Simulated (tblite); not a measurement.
Species: C4H8NS (doublet state).
SMILES with atom numbers: `[CH2:1][C:2](=[S:3])[NH:4][CH2:5][CH3:6]` (hydrogens: H7, H8 on C1; H9 on N4; H10, H11 on C5; H12, H13, H14 on C6)
Bond orders are those of one Lewis drawing.

Computed with GFN2-xTB (tblite), gas phase: L-BFGS steps from a force-field or distance-geometry start until the largest atomic force falls under 0.01 eV/Å.

Step 26: E = -510.2900 eV
```
atom  x, y, z in Å  |  force x, y, z in eV/Å
C1      2.4487    0.4141   -0.1400    0.020   0.036  -0.040
C2      1.2547    0.2770    0.4949   -0.055  -0.012   0.024
S3      0.8280    1.4325    1.7041    0.061  -0.117  -0.002
N4      0.3996   -0.7424    0.2065   -0.172   0.189  -0.005
C5     -0.9389   -0.7668    0.7494   -0.100  -0.030   0.053
C6     -1.8814    0.3044    0.1737    0.037  -0.050  -0.027
H7      2.7253   -0.2202   -0.9636    0.057  -0.020   0.013
H8      3.1196    1.1919    0.1631    0.091   0.025  -0.056
H9      0.5785   -1.2487   -0.6513   -0.067   0.068   0.120
H10    -0.8498   -0.6136    1.8296    0.055   0.044  -0.006
H11    -1.3458   -1.7658    0.5855   -0.030  -0.010  -0.019
H12    -2.3958   -0.0533   -0.7145    0.042  -0.022  -0.038
H13    -1.3174    1.1951   -0.0921    0.011   0.004   0.034
H14    -2.6259    0.5953    0.9124    0.050  -0.104  -0.052
```

Step 27: E = -510.2946 eV
```
atom  x, y, z in Å  |  force x, y, z in eV/Å
C1      2.4524    0.4141   -0.1409    0.061   0.016  -0.063
C2      1.2613    0.2705    0.4962   -0.094  -0.003   0.015
S3      0.8437    1.4201    1.7098    0.025  -0.053   0.069
N4      0.3992   -0.7424    0.2054   -0.165   0.168   0.014
C5     -0.9372   -0.7634    0.7516   -0.180   0.008   0.063
C6     -1.8844    0.3043    0.1689    0.033  -0.089   0.000
H7      2.7299   -0.2191   -0.9645    0.064  -0.024  -0.011
H8      3.1223    1.1937    0.1624    0.073   0.000  -0.056
H9      0.5686   -1.2414   -0.6574   -0.049   0.042   0.085
H10    -0.8497   -0.5969    1.8312    0.075   0.024  -0.047
H11    -1.3496   -1.7649    0.5997    0.021   0.064  -0.021
H12    -2.3884   -0.0596   -0.7251    0.078   0.026   0.008
H13    -1.3300    1.2069   -0.0862   -0.019  -0.083   0.049
H14    -2.6389    0.5776    0.9067    0.076  -0.096  -0.103
```

Q: Estimate the geometry and energy of step 28. (The exact step hangs on the optimiser's Hessian estimate; all steps are aligned on step 27, rigid shifts and turns removed.)

A: E = -510.2999 eV, largest force 0.209 eV/Å
```
atom  x, y, z in Å  |  force x, y, z in eV/Å
C1      2.4566    0.4142   -0.1426    0.073  -0.012  -0.064
C2      1.2675    0.2635    0.4977   -0.096   0.028  -0.017
S3      0.8600    1.4058    1.7163   -0.006   0.028   0.156
N4      0.3949   -0.7386    0.2034   -0.107   0.114   0.015
C5     -0.9379   -0.7593    0.7556   -0.196   0.048   0.053
C6     -1.8870    0.3024    0.1634    0.006  -0.098   0.024
H7      2.7350   -0.2172   -0.9669    0.063  -0.025  -0.031
H8      3.1279    1.1938    0.1625    0.031  -0.040  -0.057
H9      0.5552   -1.2314   -0.6632   -0.031   0.004   0.035
H10    -0.8467   -0.5771    1.8327    0.072   0.003  -0.061
H11    -1.3536   -1.7635    0.6166    0.064   0.120  -0.019
H12    -2.3775   -0.0666   -0.7376    0.104   0.064   0.037
H13    -1.3429    1.2175   -0.0779   -0.041  -0.165   0.058
H14    -2.6521    0.5559    0.8978    0.062  -0.069  -0.130
```

The energy changes by -0.0053 eV. The first-order estimate −F·Δx gives -0.0072 eV and the mean of the old and new forces, exact on a quadratic surface, -0.0053 eV. The step makes an angle of 74° with the force vector and moves no atom by more than 0.027 Å.

The cost below is that of the whole relaxation. Time: 0.53 s of wall time. Hardware: an Arm Neoverse V1 with one thread, shared host with 32 logical CPUs at a one-minute load of 30.
